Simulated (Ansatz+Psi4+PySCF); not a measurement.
The numbers below are computed, except where a source is named.
## PySCF 2.14.0 run

```python
from pyscf import gto, scf, mp

mol = gto.M(atom="""
Mg 0.000000 0.000000 -0.838880
O 0.000000 0.000000 1.258320
""", basis={'Mg': 'cc-pcvtz', 'O': 'cc-pvtz'}, charge=0, spin=0)
mf = scf.RHF(mol)
mf.kernel()
pt = mp.MP2(mf, frozen=2).run()
print(mf.e_tot, pt.e_corr, pt.e_tot)
```

The script is written out from the run's settings.

Output:

```yaml
Converged: yes
Reference_energy: -274.35086 hartree
Correlation_energy: -0.56179 hartree
Total_energy: -274.91265 hartree
Spin_squared_of_the_determinant: 0.000
```

Caution: large amplitudes, a single reference is doubtful; stretched shape with no unrestricted run beside it, a lower state can exist; unrestricted orbitals would lower the determinant.
